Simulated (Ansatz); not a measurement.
A made-up structure of AlBSiH$_{5}$ (charge -1), singlet:

| atom | x (Å) | y (Å) | z (Å) |
| --- | --- | --- | --- |
| Al1 | -0.5491 | 0.9160 | -0.7108 |
| B2 | 0.4294 | 0.6231 | 0.8241 |
| Si3 | 0.4891 | -1.0675 | 0.4356 |
| H4 | -0.7577 | -0.0512 | -2.1566 |
| H5 | -1.3020 | 2.0944 | -0.6973 |
| H6 | 0.6985 | 1.2912 | 1.9000 |
| H7 | 0.1367 | -1.9148 | -0.8903 |
| H8 | 0.8550 | -1.8911 | 1.2953 |

It is relaxed with PBE-D4/def2-SVPD and then PBE0-D4/def2-TZVPD (Ansatz 0.2.0). Atoms count as bonded within 1.22 times the sum of their covalent radii (H–H: 0.88 Å). The end point is not checked to be a true minimum.

Problem. Does its bonding change? (Judge from chemistry; the calculation decides.)

Solution. The calculation gives: Yes. Formed: none; broken: Al1–Si3.

Where it ends: The first stage lowers the energy by 2.83 eV in 7 steps. It ends as AlBSiH₅ ([AlH2][BH][SiH2]), total charge -1:
```
8
angstrom
Al -0.6783 1.1490 -0.8461
B 0.4141 0.5551 0.7759
Si 0.6186 -1.2795 0.5839
H -0.8662 0.2664 -2.1944
H -1.5516 2.5228 -1.0048
H 0.6740 1.1444 1.7914
H 0.2810 -2.0327 -0.6651
H 1.1082 -2.3256 1.5591
```

Labels in which every atom is bracketed show which atoms are joined, not bond orders.

For scale, one of the runs: PBE0-D4/def2-TZVPD relaxation, 168 basis functions, launched by `ansatz run in.yaml --threads 2 --pin off --events-out ev --progress --plain --max-ram 4352MiB`. The run took about 46 s on 2 CPU threads of an Arm Neoverse V2 (shared host).
